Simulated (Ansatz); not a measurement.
## Scan of [Cl···H···N], quartet

Starting geometry:

```yaml
atoms:
  - { symbol: Cl, position_ang: [0.0000, 0.0000, -1.4143] }
  - { symbol: H, position_ang: [0.0000, 0.0000, -0.1355] }
  - { symbol: N, position_ang: [0.0000, 0.0000, 1.5497] }
```

From there H2 is moved from one fragment to the other while all else, the fragments' distance too, stays fixed; atoms are numbered as listed. Energies are in eV, counted from the starting geometry at the same level. Kohn–Sham curves are unrestricted where that lies lower.

Basis cc-pVTZ; Ansatz 0.2.0. Correlated methods freeze the noble-gas cores. R marks a restricted (for open shells ROHF) determinant, U an unrestricted one.

Full CI isn't at hand for all of this; UCCSDT(Q) serves as the reference, and is uncertain by about the last step of the cluster series.

```json
{"distance Cl1-H2 (Å)": "1.279", "UCCSDT(Q)": "0.000", "PBE": "0.000", "r2SCAN": "0.000", "PBE0": "0.000", "B3LYP": "0.000", "CAM-B3LYP": "0.000", "wB97M-V": "0.000", "B2PLYP": "0.000", "RPA-PBE": "0.000"}
{"distance Cl1-H2 (Å)": "1.371", "UCCSDT(Q)": "0.127", "PBE": "0.003", "r2SCAN": "0.047", "PBE0": "0.067", "B3LYP": "0.055", "CAM-B3LYP": "0.083", "wB97M-V": "0.097", "B2PLYP": "0.097", "RPA-PBE": "0.127"}
{"distance Cl1-H2 (Å)": "1.555", "UCCSDT(Q)": "0.647", "PBE": "0.222", "r2SCAN": "0.358", "PBE0": "0.432", "B3LYP": "0.375", "CAM-B3LYP": "0.480", "wB97M-V": "0.549", "B2PLYP": "0.530", "RPA-PBE": "0.563"}
{"distance Cl1-H2 (Å)": "1.740", "UCCSDT(Q)": "0.925", "PBE": "0.299", "r2SCAN": "0.503", "PBE0": "0.582", "B3LYP": "0.474", "CAM-B3LYP": "0.626", "wB97M-V": "0.769", "B2PLYP": "0.711", "RPA-PBE": "0.673"}
{"distance Cl1-H2 (Å)": "1.924", "UCCSDT(Q)": "0.919", "PBE": "0.397", "r2SCAN": "0.596", "PBE0": "0.615", "B3LYP": "0.487", "CAM-B3LYP": "0.607", "wB97M-V": "0.765", "B2PLYP": "0.697", "RPA-PBE": "0.645"}
```

Judged by the spread of the error over the points with a reference (largest less smallest), which of these follows UCCSDT(Q) best and which worst?

Subtracting the UCCSDT(Q) column from each: best wB97M-V (errors from -0.156 to 0.000, spread 0.156 eV), worst PBE (from -0.626 to 0.000, spread 0.626 eV). Functionals and wave-function methods converge differently with the basis, so part of this is basis effect.
